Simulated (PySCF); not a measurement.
Geometry:
```csv
atom,x (Å),y (Å),z (Å)
C1,2.269,-0.604,1.071
C2,1.316,-0.217,0.455
C3,0.195,0.253,-0.296
F4,0.557,0.901,-1.454
C5,-1.085,-0.532,-0.352
C6,-1.037,0.771,0.392
H7,3.094,-0.948,1.620
H8,-1.599,-0.555,-1.300
H9,-1.134,-1.453,0.208
H10,-1.052,0.759,1.471
H11,-1.518,1.628,-0.055
```

Geometry: GFN2-xTB; GIAO shifts from PySCF 2.14, gas phase, non-relativistic, averaged over equivalent atoms.

At PBE0/cc-pVDZ (109 basis functions, 5.3 s wall time on 1 thread of an AMD EPYC 9R45 96-Core, shared host):
| atoms | δ (ppm) |
| --- | --- |
| C2 | 80.0 |
| C1 | 76.8 |
| C3 | 68.0 |
| C5/C6 | 17.9 |
| F4 | -197.2 |
| H7 | 1.99 |
| H8/H11 | 1.19 |
| H9/H10 | 0.88 |

Shifts are taken against calculated references (same method and geometry level): 13C (199.12 ppm), 1H (31.75 ppm) vs TMS; 19F (194.56 ppm) against CFCl3.

**Question.** What do these become at PBE0/pcSseg-1?

**Answer.** 
```tsv
atoms	δ at PBE0/pcSseg-1	change
C2	86.1	+6.1
C1	83.7	+6.9
C3	69.7	+1.7
C5/C6	18.6	+0.7
F4	-211.2	-14.0
H7	2.21	+0.22
H8/H11	1.37	+0.18
H9/H10	0.95	+0.07
```

Scale: TMS for 13C (σref 186.93), 1H (σref 31.72); CFCl3 for 19F (σref 170.95) (reference shieldings calculated alike).

The largest change is at F4 (fluorine on an sp3 carbon). Cost: 127 basis functions, 6.5 s wall time on 1 thread of an AMD EPYC 9R45 96-Core, shared host. The order of the carbon signals is the same at both levels.

Unscaled 19F shifts against computed CFCl3 carry errors that often reach 10 to 50 ppm.
